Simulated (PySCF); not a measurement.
Which proton of ethanethial is most acidic?

Parent: ethanethial, `CC=S` (C2H4S). Atom numbers as in the mapped SMILES `[CH3:1][CH:2]=[S:3]`.

Level of theory: ωB97X-D3(BJ)/ma-def2-TZVP single points in PySCF, grid level 2; every species was optimised with PBE0-D3(BJ)/ma-def2-SVP. Thermal corrections: PBE0-D3(BJ)/ma-def2-SVP frequencies, unscaled, ideal gas at 298.15 K and 1 bar, quasi-RRHO entropy.

```
                                    site    product  ΔH(acid) / kJ/mol  ΔG(acid) / kJ/mol  gas share
C1 (carbon α to the carbonyl-type group)  [CH2-]C=S               1458               1429   > 99.9 %
               C2 (carbonyl-type carbon)    C[C-]=S               1623               1591    < 0.1 %
```

ΔH and ΔG refer to AH → A⁻ + H⁺ in the gas phase. Shares are Boltzmann weights among the listed products; an error of 10 kJ/mol changes a ratio about 56-fold. Sites whose products fell apart, merged with another or lost in a GFN2-xTB screen aren't listed.

Of the listed sites C1 (carbon α to the carbonyl-type group) is favoured in the gas phase, 162 kJ/mol ahead of C2 in free energy.

Vertical detachment energies of the anions: `C[C-]=S` 1.40 eV.

Measured values (NIST Chemistry WebBook, evaluated or the median of agreeing entries): deprotonation enthalpy (ΔH) 1458 kJ/mol (computed 1458, difference 0); gas-phase acidity (ΔG) 1430 kJ/mol (computed 1429, difference -1). These are compared with the most favourable site that keeps the skeleton.

Structures, frequencies and single points took 110 s of wall time on 1 thread of Arm Neoverse V1 (shared host), launched as `OMP_NUM_THREADS=1 python redox_run.py task.json out`.
